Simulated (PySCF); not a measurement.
# Telling isomers of C3H5FO apart by NMR

[PySCF 2.14: PBE0-D3(BJ)/def2-SVP structure; couplings computed with B3LYP/pcJ-1 (spin–dipole term left out of most H,H and C,H couplings); NMR shieldings at PBE0/pcSseg-1/GIAO; no solvent model; non-relativistic; one averaged value for each set of equivalent atoms; one conformer]

Referencing at the same level of theory: $^{1}$H, $^{13}$C vs TMS. Multiplet labels drop J under 1 Hz and among equivalent protons, and merge close values. Unscaled 3J(H,H) run several per cent high. One-bond C–F couplings are unscaled and too large by tens of Hz. Shifts are as computed. Against solution values, carbons near 30 ppm lie about +2 ppm off and those near 130 ppm about +5 ppm. Of 1211 compounds with measured shifts, 218 miss one by over three times the rms of a fit or turn the order of signals round; such compounds aren't used in these exercises. OH and NH positions are gas-phase values without hydrogen bonding to other molecules.

(1) Tabulate the signals of `C[C@@]1(F)CO1`, `O[C@@H]1C[C@@H]1F` and their relative energies.

(2) What is the quickest way to tell C[C@@]1(F)CO1 from O[C@@H]1C[C@@H]1F?

Answers

(1) 
| SMILES | carbon types | δC | δH | E rel. (kcal/mol) |
| --- | --- | --- | --- | --- |
| C[C@@]1(F)CO1 | 1×C 1×CH2 1×CH3 | 90.4, 50.8, 19.8 | 2.83 (dd, 1H), 2.29 (dd, 1H), 1.58 (d, 3H) | 0.0 |
| O[C@@H]1C[C@@H]1F | 2×CH 1×CH2 | 70.2, 46.2, 15.5 | 4.24 (dtd, 1H), 3.11 (m, 1H), 1.23 (br s, 1H), 0.73 (ddt, 1H), 0.57 (m, 1H) | 10.2 |

Energies are electronic energies at PBE0/pcSseg-1 on these geometries, without zero-point or thermal terms, each for the one conformer computed, which needn't be the lowest.

(2) Both give the same number of carbon signals, but DEPT or the intensities differ. The first has an epoxide ring carbon (C) at 90.4 ppm, the second a three-membered-ring carbon (CH) at 70.2 ppm. In the proton spectra the most deshielded non-exchanging signals are 2.83 (dd, J = 5.8, 3.7 Hz, 1H) and 4.24 (dtd, J = 72.5, 6.7, 3.0 Hz, 1H).
